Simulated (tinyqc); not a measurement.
Worked calculation: ROHF in the sto-3g basis, for BH, spin multiplicity 3. One step of it, computed by the program tinyqc.

Question. Iteration 2: DIIS coefficients. Solve [B -1; -1 0][c; lambda] = [0; -1] for the coefficients, which sum to one.

B (overlaps of the stored error matrices):
```
                1               2
1   2.1348467e-01  -4.5442821e-03
2  -4.5442821e-03   1.2863222e-01
```

Give: DIIS coefficients.

Answer.

DIIS coefficients: 0.3792  0.6208
